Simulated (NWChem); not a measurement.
## Atomisation of isobutene (C4H8)

```xyz
12

C     -1.2706     0.0000    -0.6771
C      0.0000     0.0000     0.1207
C      1.2706     0.0000    -0.6771
C      0.0000     0.0000     1.4590
H     -1.3217    -0.8834    -1.3364
H     -1.3217     0.8834    -1.3364
H     -2.1614     0.0000    -0.0334
H      1.3217    -0.8834    -1.3364
H      2.1614     0.0000    -0.0334
H      1.3217     0.8834    -1.3364
H      0.9333     0.0000     2.0295
H     -0.9333     0.0000     2.0295
```
Charge 0, spin multiplicity 1.

All runs are NWChem calculations. The geometry was optimised at PBE0/def2-SVP, a minimum by its harmonic frequencies.

Basis set: def2-TZVP. The atomisation energy is electronic alone: no zero-point, thermal, spin-orbit or counterpoise terms. No value is extrapolated to the basis-set limit. Free atoms are single determinants with multiplicities C 3, H 2. Correlated methods freeze the same cores in atoms and molecule, 4 orbitals in all.

| method | atomisation energy (kcal/mol) | relative cost |
|---|---|---|
| TPSS | 1162.7 | under 3 |
| BHandHLYP | 1127.4 | under 3 |
| LDA (SVWN5) | 1307.6 | under 3 |
| PBE | 1174.6 | under 3 |
| B3LYP | 1151.8 | under 3 |
| MP2 | 1128.8 | 3 |
| BP86 | 1186.0 | under 3 |
| PBE0 | 1160.9 | under 3 |
| HF | 878.7 | 1 |

The values span 428.9 kcal/mol, from HF (lowest) to LDA (SVWN5) (highest). Costs are rough ratios of processor time within this set of runs, SCF included, with HF as 1. Costs are the molecule's.

B3LYP has NWChem's definition, with VWN1-RPA local correlation. The stability of the SCF solutions was not checked. Open-shell Hartree-Fock references start from PBE0 orbitals; any time given for them includes that run.
